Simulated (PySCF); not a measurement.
CH2Cl2, SMILES ClCCl (connectivity only; charge and spin as stated), charge +1, multiplicity 2. Coordinates come from a TPSSh-D3(BJ)/def2-TZVP optimisation. The multiplicity is an assumed one; other spin states were not compared.

All values below come from TPSSh-D3(BJ)/def2-TZVP in PySCF 2.14.0.

Harmonic wavenumbers (cm⁻¹): 306, 473, 684, 814, 1014, 1114, 1208, 2835, 2878. Rotational constants (GHz): 37.67, 3.195, 3.000; symmetry number 2.

Question: Work out the zero-point energy and the ideal-gas rigid-rotor harmonic-oscillator thermochemistry at 298.15 K and 1 atm.

Answer: ZPE = ½ Σ hcν = ½ × 11326 cm⁻¹ = 16.19 kcal/mol. H − E(el) = 19.14 kcal/mol. Entropy in cal/(mol K): translation 39.23, rotation 22.92, vibration 2.83, spin 1.38, total 66.36. G − E(el) = -0.64 kcal/mol. Cp = 13.24 cal/(mol K).
